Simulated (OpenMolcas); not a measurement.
**HS− (hydrosulfide): levels of theory compared**

Aim: a comparison of 6 runs (HF/3-21G, B3LYP/3-21G, PBE/3-21G, MP2/3-21G, ACPF/3-21G, CISD/3-21G) of HS− (hydrosulfide). 

Program for the calculation: OpenMolcas 26.06.

1 further run of the same task is left out (set aside as unsound or not needed).

### Step 1. Starting point

HS− has 2 atoms, charge -1, and is taken as a singlet. SMILES: `[SH-]`. The S1–H2 distance was set to 1.682 Å, away from the relaxed value.

Bond lengths: S1–H2 1.682 Å.

### Step 2. The energy at HF/3-21G (run 1)

Input file job.input:

```
* HS Hartree-Fock

&gateway
  baslib=$CurrDir
  coord
  2
  bohr
  S      1.62910455    -0.53264198     0.83765512
  H     -1.08602560     0.35507954    -0.55841407
  basis=3-21G
  group=NoSym

&seward

&scf
  charge=-1
  thresholds=1e-10 1e-07 1e-07 1e-05
  prorbitals=1 1
```

The basis set 3-21G is read from a file made from the Basis Set Exchange's data (not shown).

Launch:

```sh
$ export MOLCAS_MEM=1860
$ pymolcas job.input > job.log
```

The program printed:

```text
--- Start Module: gateway ---
[...]
--- Stop Module: gateway /rc=_RC_ALL_IS_WELL_ ---
--- Start Module: seward ---
[...]
      Basis functions           15
--- Stop Module: seward /rc=_RC_ALL_IS_WELL_ ---
--- Start Module: scf ---
[...]
       Convergence after  12 Iterations
[...]
::    Total SCF energy                               -396.1248488165
[...]
      Total spin, S                                     0.0000000000
[...]
      Total electronic charge=   18.000000
      Total            charge=   -1.000000
[...]
      Dipole Moment (debye):
      Origin of the operator (angstrom)=    0.8182   -0.2675    0.4207
                   X=  1.4878E-01               Y= -4.8645E-02               Z=  7.6502E-02           Total=  1.7423E-01
      Center of Charge (angstrom)
[...]
--- Stop Module: scf /rc=_RC_ALL_IS_WELL_ ---
[...]
```

Run time: 1.6 s. Hardware: 1 thread of Arm Neoverse V1, shared host; peak memory 0.37 GiB.

### Step 3. A single-point energy at B3LYP/3-21G (run 2)

Input file job.inp:

```
&GATEWAY
 BasLib
 $CurrDir
 Coord
 2
 bohr
 S      1.62910455    -0.53264198     0.83765512
 H     -1.08602560     0.35507954    -0.55841407
 Basis
 3-21G
 Group
 NoSym

&SEWARD
 GridInput
 Grid=UltraFine
 End of Grid

&SCF
 Charge
 -1
 KSDFT
 B3LYP
 Thresholds
 1e-10 1e-07 1e-07 1e-05
 PrOrbitals
 1 1
```

The basis set 3-21G is read from a file made from the Basis Set Exchange's data (not shown).

Launch:

```sh
$ export MOLCAS_MEM=1860
$ pymolcas job.inp > job.log
```

The program printed:

```text
--- Start Module: gateway ---
[...]
--- Stop Module: gateway /rc=_RC_ALL_IS_WELL_ ---
--- Start Module: seward ---
[...]
      Basis functions           15
--- Stop Module: seward /rc=_RC_ALL_IS_WELL_ ---
--- Start Module: scf ---
[...]
       Convergence after  12 Iterations
[...]
::    Total KS-DFT energy                            -396.8251917201
[...]
      Total spin, S                                     0.0000000000
[...]
      Total electronic charge=   18.000000
      Total            charge=   -1.000000
[...]
      Dipole Moment (debye):
      Origin of the operator (angstrom)=    0.8182   -0.2675    0.4207
                   X=  2.5788E-02               Y= -8.4316E-03               Z=  1.3260E-02           Total=  3.0199E-02
      Center of Charge (angstrom)
[...]
--- Stop Module: scf /rc=_RC_ALL_IS_WELL_ ---
[...]
```

It took 3 s on 1 thread of Arm Neoverse V1, shared host; peak memory 0.37 GiB.

### Step 4. The energy at PBE/3-21G (run 3)

Input file job.inp:

```
* HS Kohn-Sham DFT

&GATEWAY
  BASLIB=$CurrDir
  COORD
  2
  bohr
  S      1.62910455    -0.53264198     0.83765512
  H     -1.08602560     0.35507954    -0.55841407
  BASIS=3-21G
  GROUP=NoSym

&SEWARD
  GRIDINPUT
  Grid=UltraFine
  End of Grid

&SCF
  CHARGE=-1
  KSDFT=PBE
  THRESHOLDS=1e-10 1e-07 1e-07 1e-05
  PRORBITALS=1 1
```

The basis set 3-21G is read from a file made from the Basis Set Exchange's data (not shown).

Launch:

```sh
$ export MOLCAS_MEM=1860
$ pymolcas job.inp > job.log
```

The program printed:

```text
--- Start Module: gateway ---
[...]
--- Stop Module: gateway /rc=_RC_ALL_IS_WELL_ ---
--- Start Module: seward ---
[...]
      Basis functions           15
--- Stop Module: seward /rc=_RC_ALL_IS_WELL_ ---
--- Start Module: scf ---
[...]
       Convergence after  14 Iterations
[...]
::    Total KS-DFT energy                            -396.6252107164
[...]
      Total spin, S                                     0.0000000000
[...]
      Total electronic charge=   18.000000
      Total            charge=   -1.000000
[...]
      Dipole Moment (debye):
      Origin of the operator (angstrom)=    0.8182   -0.2675    0.4207
                   X= -9.0878E-02               Y=  2.9713E-02               Z= -4.6728E-02           Total=  1.0642E-01
      Center of Charge (angstrom)
[...]
--- Stop Module: scf /rc=_RC_ALL_IS_WELL_ ---
[...]
```

Wall time 3.3 s (1 thread of Arm Neoverse V1, shared host); peak memory 0.37 GiB.

Runs 4 to 5 aren't shown in full; the table further down has their settings and results.

### Step 5. The energy at CISD/3-21G (run 6)

Input file job.input:

```
* HS CISD

&GATEWAY
 BASLIB=$CurrDir
 COORD
 2
 bohr
 S      1.62910455    -0.53264198     0.83765512
 H     -1.08602560     0.35507954    -0.55841407
 BASIS=3-21G
 GROUP=NoSym

&SEWARD

&SCF
 CHARGE=-1
 THRESHOLDS=1e-10 1e-07 1e-07 1e-05
 PRORBITALS=1 1

&MOTRA
 FROZEN=5

&GUGA
 ELECTRONS=8
 SPIN=1
 INACTIVE=4
 ACTIVE=0
 CIALL=1

&CPF
 SDCI
```

The basis set 3-21G is read from a file made from the Basis Set Exchange's data (not shown).

Launch:

```sh
$ export MOLCAS_MEM=1860
$ pymolcas job.input > job.log
```

The program printed:

```text
--- Start Module: gateway ---
[...]
--- Stop Module: gateway /rc=_RC_ALL_IS_WELL_ ---
[...]
      Basis functions           15
[...]
       Convergence after  12 Iterations
[...]
::    Total SCF energy                               -396.1248488165
[...]
      Total spin, S                                     0.0000000000
[...]
      *** WARNING: Default frozen orbitals is overwritten by user input.
      *** Default values:   5
[...]
--- Start Module: guga ---
[...]
--- Stop Module: guga /rc=_RC_ALL_IS_WELL_ ---
--- Start Module: cpf ---
[...]
      Active orbitals                            0       0
[...]
      Spin quantum number                      0.0
[...]
     FINAL CI ENERGY          -396.19429666
     FINAL CORRELATION ENERGY   -0.06944785  REFERENCE ENERGY    -396.12484882
[...]
     REL. CI ENERGY           -396.19429666
[...]
      Total electronic charge=   18.000000
      Total            charge=   -1.000000
[...]
      Dipole Moment (debye):
      Origin of the operator (angstrom)=    0.8182   -0.2675    0.4207
                   X=  6.5498E-03               Y= -2.1415E-03               Z=  3.3678E-03           Total=  7.6699E-03
      Quadrupole Moment (debye*angstrom):
[...]
--- Stop Module: cpf /rc=_RC_ALL_IS_WELL_ ---
[...]
```

Run time: 1.8 s. Hardware: 1 thread of Arm Neoverse V1, shared host; peak memory 0.37 GiB.

### Step 6. Overview of the runs

```
run        level  integration grid  frozen core orbitals  energy (Eh)  HOMO energy (eV)  LUMO energy (eV)  HOMO–LUMO gap (eV)  wall time
  1     HF/3-21G                 –                     –  -396.124849             -1.99             10.35               12.34      1.6 s
  2  B3LYP/3-21G         UltraFine                     –  -396.825192              1.44              6.52                5.08        3 s
  3    PBE/3-21G         UltraFine                     –  -396.625211              2.45              5.74                3.29      3.3 s
  4    MP2/3-21G                 –                     5  -396.181652             -1.99             10.35               12.34      1.7 s
  5   ACPF/3-21G                 –                     5  -396.197242             -1.99             10.35               12.34      1.8 s
  6   CISD/3-21G                 –                     5  -396.194297             -1.99             10.35               12.34      1.8 s
```

### Step 7. Summary of results

```
                                                    quantity          value
                                         run 6: total energy  -396.19430 Eh
                  run 6: HOMO energy (Hartree–Fock orbitals)       -1.99 eV
                  run 6: LUMO energy (Hartree–Fock orbitals)       10.35 eV
run 6: HOMO–LUMO gap (to an unbound level, set by the basis)       12.34 eV
          run 6: correlation energy (5 core orbitals frozen)      -69.4 mEh
```

In words: Below the HF energy at the same shape and in the same basis (3-21G): MP2 -56.8 mEh; ACPF -72.4 mEh; CISD -69.4 mEh. Over runs 1, 2, 3 the HOMO–LUMO gap runs from 3.29 eV (PBE/3-21G) to 12.34 eV (HF/3-21G). Exact exchange widens orbital gaps. The empty levels of an anion lie above zero and hang on the basis. Totals of different functionals can't be ranked against each other. In runs 2, 3 the HOMO lies above zero, so the outermost electron may be held by the basis alone. All runs together took 13 s, the longest 3.3 s.
